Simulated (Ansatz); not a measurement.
```yaml
crystal:
  periodic: [false, false, false]
  atoms:
    - {symbol: Mo, position_ang: [0.000000, 0.000000, 0.000000]}
    - {symbol: S, position_ang: [0.000000, 0.000000, 2.500000]}
basis:
  gaussian: {orbitals: def2-TZVP}
magnetization: {spin_polarized: true, initial_magnetization: 2}
hamiltonian: {xc: pbe0}
relax: {f_tol: 0.004, max_steps: 80}
```

```sh
$ ansatz run in.yaml --threads 1 --pin off --events-out ev --progress --plain --max-ram 2176MiB
```

Steps of the relaxation (energy above the last step; positions in Å, forces in eV/Å):

```
2
step 1, 1161.6 meV
Mo    0.000    0.000    0.000    0.000    0.000    3.418
S     0.000    0.000    2.500    0.000    0.000   -3.418
```

```
2
step 2, 18.2 meV
Mo    0.000    0.000    0.195    0.000    0.000    0.906
S     0.000    0.000    2.305    0.000    0.000   -0.906
```

```
2
step 3, 39.6 meV
Mo    0.000    0.000    0.241    0.000    0.000   -1.536
S     0.000    0.000    2.259    0.000    0.000    1.536
```

```
2
step 5, 0.0 meV
Mo    0.000    0.000    0.214    0.000    0.000    0.000
S     0.000    0.000    2.286    0.000    0.000    0.000
```

Close pairs at the end: Mo1–S2 2.071 Å.

A stationary point of unrestricted PBE0 after 5 steps, with ⟨S²⟩ = 2.830 against 2.00 for a pure state. 3 min on 1 thread of AMD EPYC 7R43, shared host.
